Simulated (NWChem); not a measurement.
System: pyrazine (C4H4N2); SMILES n1ccncc1

The following NWChem deck was run.

```
start job
memory heap 200 mb stack 900 mb global 1100 mb
geometry units angstroms noautosym nocenter noautoz
  C      1.134723    -0.696503     0.000000
  C      1.132210     0.700583     0.000000
  N     -0.002537     1.409170     0.000000
  C     -1.134723     0.696503     0.000000
  C     -1.132210    -0.700583     0.000000
  N      0.002537    -1.409170     0.000000
  H      2.069699    -1.253787     0.000000
  H      2.065172     1.261230     0.000000
  H     -2.069699     1.253787     0.000000
  H     -2.065172    -1.261230     0.000000
end
basis spherical
  * library sto-3g
end
dft
  xc hfexch
  iterations 150
end
property
  shielding 3 1 3 7
end
task dft property
```

NWChem printed, in part:

```
             Northwest Computational Chemistry Package (NWChem) 7.3.0
             --------------------------------------------------------

                             Geometry "geometry" -> ""
                             -------------------------

 Output coordinates in angstroms (scale by  1.889725989 to convert to a.u.)

  No.       Tag          Charge          X              Y              Z
 ---- ---------------- ---------- -------------- -------------- --------------
    1 C                    6.0000     1.13472300    -0.69650300     0.00000000
    2 C                    6.0000     1.13221000     0.70058300     0.00000000
    3 N                    7.0000    -0.00253700     1.40917000     0.00000000
    4 C                    6.0000    -1.13472300     0.69650300     0.00000000
    5 C                    6.0000    -1.13221000    -0.70058300     0.00000000
    6 N                    7.0000     0.00253700    -1.40917000     0.00000000
    7 H                    1.0000     2.06969900    -1.25378700     0.00000000
    8 H                    1.0000     2.06517200     1.26123000     0.00000000
    9 H                    1.0000    -2.06969900     1.25378700     0.00000000
   10 H                    1.0000    -2.06517200    -1.26123000     0.00000000

 Effective nuclear repulsion energy (a.u.)     208.4442318795

  xc_inp: hfexch multiplicative factor not found.
                              NWChem Property Module
                              ----------------------

  itol2e modified to match energy
  convergence criterion.

                                 NWChem DFT Module
                                 -----------------

 Summary of "ao basis" -> "ao basis" (spherical)
 ------------------------------------------------------------------------------
       Tag                 Description            Shells   Functions and Types
 ---------------- ------------------------------  ------  ---------------------
 C                           sto-3g                  3        5   2s1p
 N                           sto-3g                  3        5   2s1p
 H                           sto-3g                  1        1   1s

  itol2e modified to match energy
  convergence criterion.

[...]

          -----------------------------------------
          Chemical Shielding Tensors (GIAO, in ppm)
          -----------------------------------------

                                NWChem CPHF Module
                                ------------------

  scftype          =     RHF
  nclosed          =       21
  nopen            =        0
  variables        =      273
  # of vectors     =        3
  tolerance        = 0.10D-03
  level shift      = 0.00D+00
  max iterations   =       50
  max subspace     =       30

 SCF residual:    1.4890161686879463E-005

Iterative solution of linear equations
  No. of variables      273
  No. of equations        3
  Maximum subspace       30
        Iterations       50
       Convergence  1.0D-04

   iter   nsub   residual    time
   ----  ------  --------  ---------
     1      3    2.54D+00       2.6
     2      6    5.83D-01       2.7
     3      9    1.05D-01       2.9
     4     12    1.90D-02       3.0
     5     15    2.08D-03       3.1
     6     18    1.80D-04       3.2
     7     21    1.44D-05       3.4

      Atom:    1  C
        Diamagnetic
    262.4527      1.7844     -0.0000
      1.7844    263.9569      0.0000
     -0.0000      0.0000    236.1155

        Paramagnetic
   -229.2880     48.6042      0.0000
     48.6042   -182.3367     -0.0000
      0.0000     -0.0000    -15.4910

        Total Shielding Tensor
     33.1647     50.3886      0.0000
     50.3886     81.6202     -0.0000
      0.0000     -0.0000    220.6245

           isotropic =     111.8031
          anisotropy =     163.2320

          Principal Components and Axis System
                 1           2           3
              220.6245    113.3031      1.4818

      1         0.0000      0.5323      0.8466
      2         0.0000      0.8466     -0.5323
      3         1.0000      0.0000      0.0000

      Atom:    2  N
        Diamagnetic
    333.4223      0.0379      0.0000
      0.0379    312.3744     -0.0000
      0.0000     -0.0000    296.6608

        Paramagnetic
   -680.0289     -0.6198      0.0000
     -0.6198   -336.1995      0.0000
      0.0000      0.0000     79.9878

        Total Shielding Tensor
   -346.6066     -0.5819      0.0000
     -0.5819    -23.8251      0.0000
      0.0000      0.0000    376.6486

           isotropic =       2.0723
          anisotropy =     561.8645

          Principal Components and Axis System
                 1           2           3
              376.6486   -346.6077    -23.8241

      1         0.0000      1.0000     -0.0018
      2         0.0000      0.0018      1.0000
      3         1.0000      0.0000      0.0000

      Atom:    3  H
        Diamagnetic
     39.6113     -7.9134     -0.0000
     -7.9134     30.8358      0.0000
     -0.0000      0.0000     22.7657

        Paramagnetic
    -18.2656      9.1292      0.0000
      9.1292     -3.7447      0.0000
      0.0000      0.0000     -0.5640

        Total Shielding Tensor
     21.3456      1.2158      0.0000
      1.2158     27.0911      0.0000
      0.0000      0.0000     22.2017

           isotropic =      23.5462
          anisotropy =       5.6875

          Principal Components and Axis System
                 1           2           3
               27.3378     22.2017     21.0989

      1         0.1988      0.0000      0.9800
      2         0.9800      0.0000     -0.1988
      3         0.0000      1.0000      0.0000
```

Level: Hartree-Fock/STO-3G, GIAO. STO-3G and 3-21G are far too small for this property and stand as cheap habits. The geometry was optimised at B3LYP/6-31G* (spherical d). The output numbers the shielded atoms by their place in the input's list. The printed shielding anisotropy is the first printed principal value minus the mean of the other two.
